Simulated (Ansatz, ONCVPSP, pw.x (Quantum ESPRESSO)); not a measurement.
## C: does the ONCV potential hold in the solid?

```
Element                 : C (Z = 6)
Generator               : ONCVPSP 4.0.1.1 (patched build)
Type                    : optimised norm-conserving Vanderbilt (ONCV)
Functional              : PBE
Relativity              : scalar-relativistic
Frozen core             : [He]
Valence charge          : 4
Reference configuration : 2s2 2p2
Partial waves           : 2s: rc 1.15 bohr, ncon 3, nbas 7, qcut 6.4 1/bohr, 2 projectors, debl 4 Ha; 2p: rc 2.80 bohr, ncon 4, nbas 7, qcut 5.7 1/bohr, 2 projectors, debl 3.5 Ha; d scattering state at 0.22 Ha: rc 2.60 bohr, ncon 4, nbas 9, qcut 3.9 1/bohr, 1 projector
Local potential         : polynomial inside 0.84 bohr (lpopt 5, dvloc0 4 Ha)
Core correction         : none
```

Crystal test: diamond C in pw.x 7.5, no spin, 13³ k-points, Fermi–Dirac smearing 0.01 Ry, cutoffs 80/320 Ry. The reference is all-electron LAPW (Ansatz 0.2.0) with the same functional, mesh and smearing; V0 and B0 come from Birch–Murnaghan fits to the pressures at five volumes. Errors are pseudo minus all-electron; Δ is the rms difference of the E(V) curves that follow from these fits, minima aligned, over ±6 % about the mean V0. Mesh and smearing are coarse, so the numbers serve the comparison and aren't converged zero-temperature values; the lattice is a test structure that the element need not adopt.

```
V (Å³/atom)  P all-electron (GPa)  P pseudo (GPa)
      5.386                 26.82         -121.30
      5.527                 13.67         -122.85
      5.669                  1.97         -123.67
      5.811                 -8.43         -123.90
      5.952                -17.68         -123.66
```

All-electron: a0 = 3.572 Å (V0 = 5.69 Å³/atom), B0 = 433.5 GPa.

Pseudopotential: converged, but broken (pressure over 100 GPa off). The pressure does not cross zero within the volumes sampled, so no fit is given. The largest radius (2.80 bohr) exceeds half the bond length (1.46 bohr), so the spheres overlap, which is one possible source of error among others. The pseudo pressure rises with volume over part of the range, a mechanical instability. A pressure error of this size marks a broken potential; the numbers have no physical meaning.

Q: At the middle volume, how do free energy and pressure move when the wave cutoff is lowered (ecutrho kept at four times it)?

A:

```
cutoff (Ry)  shift of F (meV/atom)  shift of P (GPa)
         36                  +20.0             -2.98
         48                   +3.1             +0.19
         64                   +1.9             +0.07
```

The run at the middle volume (84 k-points, 7 iterations) took about 13 s on one core of a shared host (Neoverse-N1, 64 threads, 124 GiB, load 58).
